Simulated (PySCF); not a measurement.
# Ionisation energy of Be by level of theory

Be [He] 2s2 (1S) → Be⁺ [He] 2s1 (2S), as a difference of total energies. All numbers are calculated (PySCF 2.14, scalar relativity by spin-free X2C-1e, in dyall-acv3z (15s9p4d2f, 76 functions)). Correlated levels: valence: 1s2 frozen; valence and next inner shell: nothing frozen; virtual orbitals above 40 to 60 times the deepest correlated orbital energy dropped. The calculations carry no spin-orbit coupling.

```tsv
method	ionisation energy (eV)	error (eV)
UHF	8.044	-1.279
LDA	9.028	-0.295
PBE	8.998	-0.325
PBE0	8.972	-0.351
r2SCAN	8.793	-0.530
PW91	9.048	-0.275
LC-wPBE	9.025	-0.298
BHandHLYP	8.964	-0.359
BLYP	8.979	-0.344
MP2 (valence)	8.838	-0.485
SCS-MP2 (valence)	8.997	-0.326
MP2 (valence and next inner shell)	8.871	-0.452
SCS-MP2 (valence and next inner shell)	9.025	-0.298
```

Reference: 9.323 eV (measured; NIST Atomic Spectra Database, ionization energies).

Errors of the correlated levels include the incompleteness of this basis and the frozen core.

MP2 underrates the near-degeneracy of ns² with np² in the lower species.
